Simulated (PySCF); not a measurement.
Several molecules and their computed UV-vis stick spectra, shuffled. Method used: PySCF, TDDFT CAM-B3LYP/def2-SVPD, vertical, gas phase, core orbitals frozen in the response. Geometries: GFN2-xTB; one conformer of each isolated species. Triplets are in the Tamm–Dancoff approximation.

A. `C(CF)(C)(C)C`
B. `CC(=O)P1(=O)CCC1`
C. `C(c1c(C#C)nnnc1)=C`
D. `C#CCn1cc(C#N)nn1`
E. `[C](F)F` [singlet]

Lowest singlet levels (six at most, fewer where fewer were computed) with oscillator strengths:

1. 364 nm (f 0.003); 342 nm (f 0.001); 299 nm (f 0.002); 287 nm (f 0.004); 251 nm (f 0.334); 249 nm (f 0.051); T1 2.58 eV
2. 344 nm (f 0.001); 217 nm (f 0.029); 199 nm (f 0.001); 183 nm (f 0.002); 173 nm (f 0.011); 166 nm (f 0.016); T1 3.05 eV
3. 213 nm (f 0.006); 201 nm (f 0.003); 195 nm (f 0.226); 191 nm (f 0.001); 186 nm (f 0.057); 180 nm (f 0.018); T1 4.48 eV
4. 141 nm (f 0.060); 138 nm (f 0.095); 135 nm (f 0.053); 132 nm (f 0.012); 132 nm (f 0.014); 127 nm (f 0.001); T1 8.58 eV
5. 268 nm (f 0.030); 149 nm (f 0.000); 131 nm (f 0.007); 127 nm (f 0.007); 118 nm (f 0.210); 117 nm (f 0.252); T1 2.29 eV

Problem. Which spectrum belongs to which structure?

Solution. 1 = C, 2 = B, 3 = D, 4 = A, 5 = E.
- A: S1 at 8.78 eV, HOMO→LUMO (89%); Löwdin shares by element: HOMO carbon 50% or more, fluorine 20% (atoms not listed hold the other 30%); LUMO carbon 45% or more (atoms not listed hold the other 55%); HOMO -10.39 and LUMO 1.25 eV; point group Cs.
- B: S1 at 3.61 eV, HOMO→LUMO (91%); Löwdin shares by element: HOMO oxygen 53%, carbon 13% or more, phosphorus 11% (atoms not listed hold the other 22%); LUMO carbon 44% or more, oxygen 30% or more, phosphorus 10% (atoms not listed hold the other 16%); HOMO -8.50 and LUMO -0.52 eV.
- C: S1 at 3.40 eV, HOMO→LUMO (91%); Löwdin shares by element: HOMO nitrogen 85%, carbon 5% or more; LUMO carbon 42% or more, nitrogen 14% or more (atoms not listed hold the other 44%); HOMO -8.55 and LUMO -1.55 eV.
- D: S1 at 5.83 eV, HOMO-1→LUMO+1 (46%), HOMO-1→LUMO (42%); Löwdin shares by element: HOMO carbon 39% or more, nitrogen 33% or more (atoms not listed hold the other 28%); LUMO carbon 40% or more, nitrogen 26% or more (atoms not listed hold the other 34%); HOMO -9.50 and LUMO -0.17 eV.
- E: S1 at 4.63 eV, HOMO→LUMO (99%); Löwdin shares by element: HOMO carbon 63%, fluorine 37%; LUMO carbon 63%, fluorine 37%; HOMO -10.44 and LUMO -1.23 eV; point group C2v, 1 of its 6 listed states under f = 0.0005.
